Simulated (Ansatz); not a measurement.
Results of LDA in Ansatz (PAW) for wurtzite MgTe.

Settings: plane-wave cutoff 520 eV, 12×12×6 k mesh (along the axes of the cell as run), scalar-relativistic PAW data made under PBE.

Computed at the level's own relaxed cell.

Elastic tensor (GPa, Voigt notation, ions relaxed):

```
   55.5    32.7    27.9     0.0     0.0     0.0
   32.7    55.5    27.9     0.0     0.0     0.0
   27.9    27.9    60.2     0.0     0.0     0.0
    0.0     0.0     0.0    10.2     0.0     0.0
    0.0     0.0     0.0     0.0    10.2     0.0
    0.0     0.0     0.0     0.0     0.0    11.4
```

### Question
Work out the Voigt, Reuss and Hill averages of the bulk and shear moduli, Young's modulus and Poisson's ratio from the printed constants.

### Answer
K_V = [C11 + C22 + C33 + 2(C12 + C13 + C23)]/9 = [171.2 + 2 × 88.5]/9 = 38.7 GPa. G_V = [171.2 − 88.5 + 3 × 31.8]/15 = 11.9 GPa. From the compliances S = C⁻¹, K_R = 38.7 and G_R = 11.5 GPa. Hill means: K = 38.7, G = 11.7 GPa. E = 9KG/(3K + G) = 32 GPa, ν = (3K − 2G)/(6K + 2G) = 0.36, K/G = 3.31.

Ansatz is an electronic-structure program.
